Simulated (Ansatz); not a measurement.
For 1T (CdI2-type) SnSe2, rVV10 (plane waves, PAW; Ansatz, a quantum-chemistry and plane-wave program) gives:

- lattice parameter a: 3.935 Å
- c axis length: 6.041 Å
- formation enthalpy: -0.312 eV/atom

**Question.** What does r²SCAN (Ansatz, PAW) give for the same quantities?

**Answer.** 
- lattice constant a: 3.841 Å (drops by 2.4 %)
- lattice parameter c: 6.528 Å (increases by 8.1 %)
- formation enthalpy: -0.468 eV/atom (moves by -0.156 eV/atom)

For comparison: lattice parameter c 6.14 Å (measured, temperature not stated, no zero-point or thermal correction; as tabulated in Gonzalez and Oleynik (2016), arXiv:1609.04381); formation enthalpy -0.43 eV/atom (measured, 298 K, not corrected to a static lattice; as tabulated in Zhang et al. (2018), doi:10.1038/s41524-018-0065-z).

Changes are worked out from the printed values.

Unless a cell is named, each level is at its own relaxed cell (rVV10 27.01, r²SCAN 27.80 Å³/atom).

Levels without +SOC leave out spin–orbit coupling, which shifts energies and cells of such heavy elements.

Caveats: an element that serves as reference relaxed to a cell well above its measured volume (r²SCAN); the cell comes from a level without a dispersion term, which matters for the spacing of layers, chains or molecules (r²SCAN). Ansatz's density-functional and Hartree–Fock values are scalar-relativistic unless marked +SOC, with PAW data made under PBE.
